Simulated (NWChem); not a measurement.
System: Li, doublet

Excerpt of the output:

```
             Northwest Computational Chemistry Package (NWChem) 7.3.0
             --------------------------------------------------------

                             Geometry "geometry" -> ""
                             -------------------------

 Output coordinates in angstroms (scale by  1.889725989 to convert to a.u.)

  No.       Tag          Charge          X              Y              Z
 ---- ---------------- ---------- -------------- -------------- --------------
    1 Li                   3.0000     0.00000000     0.00000000     0.00000000

 Effective nuclear repulsion energy (a.u.)       0.0000000000

                                 NWChem DFT Module
                                 -----------------

 Summary of "ao basis" -> "ao basis" (spherical)
 ------------------------------------------------------------------------------
       Tag                 Description            Shells   Functions and Types
 ---------------- ------------------------------  ------  ---------------------
 Li                         def2-svp                 5        9   3s2p

            General Information
            -------------------
          SCF calculation type: DFT
          Wavefunction type:  spin polarized.
          No. of atoms     :     1
          No. of electrons :     3
           Alpha electrons :     2
            Beta electrons :     1
          Charge           :     0
          Spin multiplicity:     2
          Use of symmetry is: off; symmetry adaption is: off
          Maximum number of iterations: 150
          AO basis - number of functions:     9
                     number of shells:     5
          Convergence on energy requested:  1.00D-06
          Convergence on density requested:  1.00D-05
          Convergence on gradient requested:  5.00D-04

              XC Information
              --------------
                        M06-L Method XC Functional
                         M06-L Exchange Functional  1.000
                       M06-L Correlation Potential  1.000

             Grid Information
             ----------------
          Grid used for XC integration:  xcoarse
          Radial quadrature: Mura-Knowles
          Angular quadrature: Lebedev.
          Tag              B.-S. Rad. Rad. Pts. Rad. Cut. Ang. Pts.
          ---              ---------- --------- --------- ---------
          Li                  1.45       21           9.0       194
          Grid pruning is: on
          Number of quadrature shells:    21
          Spatial weights used:  Erf1

      Superposition of Atomic Density Guess
      -------------------------------------

 Sum of atomic energies:          -7.42506398

      Non-variational initial energy
      ------------------------------

 Total energy =      -7.367928
 1-e energy   =      -9.700428
 2-e energy   =       2.332500
 HOMO         =      -0.080694
 LUMO         =       0.093754

     ---------------------------------------------
      Total Density - Mulliken Population Analysis
     ---------------------------------------------

    Atom       Charge   Shell Charges
 -----------   ------   -------------------------------------------------------
    1 Li   3     3.00   1.99  0.52  0.49 -0.00  0.00

     --------------------------------------------
      Spin Density - Mulliken Population Analysis
     --------------------------------------------

    Atom       Charge   Shell Charges
 -----------   ------   -------------------------------------------------------
    1 Li   3     1.00   0.00  0.51  0.49 -0.00  0.00

   convergence    iter        energy       DeltaE   RMS-Dens  Diis-err
 ---------------- ----- ----------------- --------- --------- ---------
 d= 0,ls=0.0,diis     1     -7.4755285587 -7.48D+00  2.03D-02  2.44D-04
                                                     6.46D-04  2.32D-05
 d= 0,ls=0.0,diis     2     -7.4764585683 -9.30D-04  1.58D-02  6.70D-05
                                                     7.87D-05  4.31D-07
 d= 0,ls=0.0,diis     3     -7.4767511687 -2.93D-04  5.18D-03  3.06D-05
                                                     1.92D-04  1.34D-04
 d= 0,ls=0.0,diis     4     -7.4768655464 -1.14D-04  4.81D-02  2.39D-05
                                                     6.83D-04  6.11D-05
 d= 0,ls=0.0,diis     5     -7.4768156295  4.99D-05  9.62D-02  8.49D-05
                                                     2.18D-01  2.14D-05
 d= 0,ls=0.5,diis     6     -4.9674900284  2.51D+00  5.51D-06  4.74D-02
                                                     3.14D-06  5.76D-02
  Resetting Diis
 d= 0,ls=0.5,diis     7     -4.9674830073  7.02D-06  1.49D-04  4.74D-02
                                                     1.03D-04  5.76D-02
 d= 0,ls=0.5,diis     8     -4.9676908591 -2.08D-04  5.05D-02  4.75D-02
                                                     2.17D-01  5.77D-02
 d= 0,ls=0.5,diis     9     -7.4688388924 -2.50D+00  1.17D-02  6.67D-03
                                                     9.84D-03  2.23D-02
 d= 0,ls=0.5,diis    10     -7.4752798142 -6.44D-03  5.99D-03  2.08D-03
                                                     5.37D-03  4.35D-03
 d= 0,ls=0.5,diis    11     -7.4769281875 -1.65D-03  1.88D-03  1.37D-04
                                                     1.54D-03  3.35D-04
 d= 0,ls=0.5,diis    12     -7.4770507824 -1.23D-04  1.14D-03  1.08D-05
                                                     2.62D-04  5.71D-06
 d= 0,ls=0.5,diis    13     -7.4770640614 -1.33D-05  2.94D-03  7.55D-06
                                                     2.31D-05  5.10D-08
 d= 0,ls=0.5,diis    14     -7.4770883721 -2.43D-05  2.15D-03  4.75D-06
                                                     9.09D-06  8.19D-08
 d= 0,ls=0.5,diis    15     -7.4771019408 -1.36D-05  1.70D-03  2.94D-06
                                                     1.58D-06  1.35D-07
  Singularity in Pulay matrix. Error and Fock matrices removed.
  Singularity in Pulay matrix. Error and Fock matrices removed.
 d= 0,ls=0.5,diis    16     -7.4771100063 -8.07D-06  1.02D-03  1.66D-06
                                                     8.89D-06  1.27D-07
  Singularity in Pulay matrix. Error and Fock matrices removed.
 d= 0,ls=0.5,diis    17     -7.4771137017 -3.70D-06  9.24D-04  9.94D-07
                                                     3.04D-06  1.23D-08
  Singularity in Pulay matrix. Error and Fock matrices removed.
  Singularity in Pulay matrix. Error and Fock matrices removed.
 d= 0,ls=0.5,diis    18     -7.4771162280 -2.53D-06  5.79D-04  5.61D-07
                                                     6.43D-07  3.30D-09
  Singularity in Pulay matrix. Error and Fock matrices removed.
 d= 0,ls=0.5,diis    19     -7.4771174244 -1.20D-06  6.08D-04  3.31D-07
                                                     2.76D-07  1.36D-09
  Singularity in Pulay matrix. Error and Fock matrices removed.
 d= 0,ls=0.5,diis    20     -7.4771183516 -9.27D-07  2.90D-04  1.70D-07
                                                     6.05D-07  1.10D-09
  Singularity in Pulay matrix. Error and Fock matrices removed.
 d= 0,ls=0.5,diis    21     -7.4771186767 -3.25D-07  2.35D-04  9.90D-08
                                                     4.76D-08  4.02D-10
  Singularity in Pulay matrix. Error and Fock matrices removed.
  Singularity in Pulay matrix. Error and Fock matrices removed.
 d= 0,ls=0.5,diis    22     -7.4771188822 -2.06D-07  1.85D-04  5.97D-08
                                                     3.09D-08  2.22D-10
  Singularity in Pulay matrix. Error and Fock matrices removed.
  Singularity in Pulay matrix. Error and Fock matrices removed.
 d= 0,ls=0.5,diis    23     -7.4771190085 -1.26D-07  1.42D-04  3.60D-08
                                                     5.53D-09  1.37D-10
 d= 0,ls=0.5,diis    24     -7.4771190835 -7.50D-08  1.09D-04  2.18D-08
                                                     8.11D-09  8.15D-11
  Singularity in Pulay matrix. Error and Fock matrices removed.
  Singularity in Pulay matrix. Error and Fock matrices removed.
 d= 0,ls=0.5,diis    25     -7.4771191284 -4.48D-08  8.53D-05  1.33D-08
                                                     6.16D-09  4.75D-11
  Singularity in Pulay matrix. Error and Fock matrices removed.
 d= 0,ls=0.5,diis    26     -7.4771191558 -2.75D-08  6.62D-05  8.06D-09
                                                     3.83D-09  2.87D-11
  Singularity in Pulay matrix. Error and Fock matrices removed.
 d= 0,ls=0.5,diis    27     -7.4771191724 -1.66D-08  5.15D-05  4.91D-09
                                                     2.54D-09  1.74D-11
  Singularity in Pulay matrix. Error and Fock matrices removed.
  Singularity in Pulay matrix. Error and Fock matrices removed.
  Singularity in Pulay matrix. Error and Fock matrices removed.
 d= 0,ls=0.5,diis    28     -7.4771191825 -1.01D-08  4.01D-05  2.99D-09
                                                     1.40D-09  1.06D-11
  Singularity in Pulay matrix. Error and Fock matrices removed.
 d= 0,ls=0.5,diis    29     -7.4771191887 -6.13D-09  3.13D-05  1.82D-09
                                                     3.37D-10  6.39D-12
  Singularity in Pulay matrix. Error and Fock matrices removed.
 d= 0,ls=0.5,diis    30     -7.4771191924 -3.73D-09  2.44D-05  1.11D-09
                                                     2.47D-10  3.87D-12
  Singularity in Pulay matrix. Error and Fock matrices removed.
 d= 0,ls=0.5,diis    31     -7.4771191947 -2.27D-09  1.90D-05  6.76D-10
                                                     1.62D-10  2.35D-12
  Singularity in Pulay matrix. Error and Fock matrices removed.
 d= 0,ls=0.5,diis    32     -7.4771191960 -1.38D-09  1.48D-05  4.12D-10
                                                     3.26D-11  1.43D-12
  Singularity in Pulay matrix. Error and Fock matrices removed.
 d= 0,ls=0.5,diis    33     -7.4771191969 -8.42D-10  1.16D-05  2.51D-10
                                                     3.84D-11  8.73D-13
  Singularity in Pulay matrix. Error and Fock matrices removed.
 d= 0,ls=0.5,diis    34     -7.4771191974 -5.13D-10  9.04D-06  1.53D-10
                                                     3.35D-11  5.32D-13

         Total DFT energy =       -7.477119197711
      One electron energy =       -9.722019748206
           Coulomb energy =        4.082194936962
    Exchange-Corr. energy =       -1.837294386466
 Nuclear repulsion energy =        0.000000000000

 Numeric. integr. density =        3.000015136600

                    DFT Final Alpha Molecular Orbital Analysis
                    ------------------------------------------

 Vector    1  Occ=1.000000D+00  E=-1.949933D+00
              MO Center=  1.8D-14,  8.1D-14,  1.9D-14, r^2= 1.3D-01
   Bfn.  Coefficient  Atom+Function         Bfn.  Coefficient  Atom+Function
  ----- ------------  ---------------      ----- ------------  ---------------
     1      0.995700  1 Li s

 Vector    2  Occ=1.000000D+00  E=-1.070251D-01
              MO Center= -8.6D-14, -4.5D-13, -9.0D-14, r^2= 4.8D+00
   Bfn.  Coefficient  Atom+Function         Bfn.  Coefficient  Atom+Function
  ----- ------------  ---------------      ----- ------------  ---------------
     2      0.876479  1 Li s                  1     -0.243471  1 Li s
     3      0.170329  1 Li s

 Vector    3  Occ=0.000000D+00  E=-2.454102D-02
              MO Center=  2.0D-14, -2.0D-15, -4.2D-14, r^2= 4.0D+00
   Bfn.  Coefficient  Atom+Function         Bfn.  Coefficient  Atom+Function
  ----- ------------  ---------------      ----- ------------  ---------------
     9      0.854175  1 Li pz                 7     -0.406237  1 Li px
     6      0.081051  1 Li pz                 8      0.041028  1 Li py
     4     -0.038547  1 Li px

 Vector    4  Occ=0.000000D+00  E=-2.454102D-02
              MO Center=  6.0D-14, -4.1D-14,  3.1D-14, r^2= 4.0D+00
   Bfn.  Coefficient  Atom+Function         Bfn.  Coefficient  Atom+Function
  ----- ------------  ---------------      ----- ------------  ---------------
     7      0.723787  1 Li px                 8     -0.487147  1 Li py
     9      0.367625  1 Li pz                 4      0.068678  1 Li px
     5     -0.046224  1 Li py                 6      0.034883  1 Li pz

 Vector    5  Occ=0.000000D+00  E=-2.454102D-02
              MO Center= -9.5D-14, -1.7D-13, -3.7D-14, r^2= 4.0D+00
   Bfn.  Coefficient  Atom+Function         Bfn.  Coefficient  Atom+Function
  ----- ------------  ---------------      ----- ------------  ---------------
     8      0.810760  1 Li py                 7      0.455446  1 Li px
     9      0.177663  1 Li pz                 5      0.076931  1 Li py
     4      0.043216  1 Li px

                     DFT Final Beta Molecular Orbital Analysis
                     -----------------------------------------

 Vector    1  Occ=1.000000D+00  E=-1.945739D+00
              MO Center= -8.6D-16, -3.7D-15, -9.5D-16, r^2= 1.2D-01
   Bfn.  Coefficient  Atom+Function         Bfn.  Coefficient  Atom+Function
  ----- ------------  ---------------      ----- ------------  ---------------
     1      0.997827  1 Li s

 Vector    2  Occ=0.000000D+00  E= 2.738954D-01
              MO Center= -8.7D-13, -2.6D-12, -7.5D-13, r^2= 1.8D+01
   Bfn.  Coefficient  Atom+Function         Bfn.  Coefficient  Atom+Function
  ----- ------------  ---------------      ----- ------------  ---------------
     3      1.942480  1 Li s                  2     -1.553594  1 Li s
     1      0.130273  1 Li s

 Vector    3  Occ=0.000000D+00  E= 5.255305D-01
              MO Center=  5.5D-13, -8.3D-13, -1.0D-13, r^2= 1.1D+00
   Bfn.  Coefficient  Atom+Function         Bfn.  Coefficient  Atom+Function
  ----- ------------  ---------------      ----- ------------  ---------------
     5      0.766784  1 Li py                 4     -0.503180  1 Li px
     8      0.107293  1 Li py                 6      0.092549  1 Li pz
     7     -0.070408  1 Li px

 Vector    4  Occ=0.000000D+00  E= 5.255305D-01
              MO Center= -4.1D-13, -3.2D-13,  4.4D-13, r^2= 1.1D+00
   Bfn.  Coefficient  Atom+Function         Bfn.  Coefficient  Atom+Function
  ----- ------------  ---------------      ----- ------------  ---------------
     6     -0.598371  1 Li pz                 4      0.550930  1 Li px
     5      0.433754  1 Li py                 9     -0.083728  1 Li pz
     7      0.077089  1 Li px                 8      0.060693  1 Li py

     ---------------------------------------------
      Total Density - Mulliken Population Analysis
     ---------------------------------------------

    Atom       Charge   Shell Charges
 -----------   ------   -------------------------------------------------------
    1 Li   3     3.00   2.00  0.85  0.15  0.00 -0.00

     --------------------------------------------
      Spin Density - Mulliken Population Analysis
     --------------------------------------------

    Atom       Charge   Shell Charges
 -----------   ------   -------------------------------------------------------
    1 Li   3     1.00   0.00  0.85  0.15  0.00 -0.00

     -------------------------------------------
      Total Density - Lowdin Population Analysis
     -------------------------------------------

    Atom       Charge   Shell Charges
 -----------   ------   -------------------------------------------------------
    1 Li   3     3.00   1.98  0.69  0.33  0.00  0.00

     ------------------------------------------
      Spin Density - Lowdin Population Analysis
     ------------------------------------------

    Atom       Charge   Shell Charges
 -----------   ------   -------------------------------------------------------
    1 Li   3     1.00   0.02  0.66  0.33  0.00  0.00

[...]

                         DFT ENERGY GRADIENTS

    atom               coordinates                        gradient
                 x          y          z           x          y          z
   1 Li      0.000000   0.000000   0.000000   -0.000000  -0.000000  -0.000000
```

Level: M06-L/def2-SVP, spin-unrestricted. No stability test was run on the SCF state.

Q: Write an input that gives this output.

A: Several could match; the one computed here: the input that was run:
```
start job
memory heap 200 mb stack 900 mb global 1100 mb
geometry units angstroms noautoz
  Li     0.000000     0.000000     0.000000
end
basis spherical
  * library def2-svp
end
dft
  odft
  mult 2
  xc m06-l
  grid xcoarse
  iterations 150
  mulliken
end
task dft gradient
```
